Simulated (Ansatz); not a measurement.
Mulliken charges of FH4NSi (`N[SiH2]F`) from r2SCAN/def2-TZVPP in Ansatz (PBE0-D4/def2-TZVP geometry).

```
atom   x (Å)   y (Å)   z (Å)  charge (e)
  N1  -0.761   0.339  -0.625      -0.452
 Si2   0.531  -0.116   0.373       0.658
  F3   0.515  -1.654   0.830      -0.333
  H4  -0.787   0.105  -1.604       0.164
  H5  -1.682   0.513  -0.258       0.164
  H6   0.456   0.676   1.621      -0.100
  H7   1.789   0.068  -0.382      -0.100
```

Task: By hand: the dipole of these point charges (1 e Å = 4.8032 D).

Result: Σ q r = (-0.108, 0.348, -0.178) e Å, of length 0.406 e Å = 1.95 D.

Task: How does the dipole of the full density compare? (Estimate.)

Result: Ansatz gave: (-0.261, 0.211, -0.238) e Å, 1.98 D; the point charges give 0.98 times that, at 30° from its direction.

Point charges leave out the atoms' own dipoles, such as those of lone pairs, and Mulliken's split depends on the basis, so the two needn't agree.
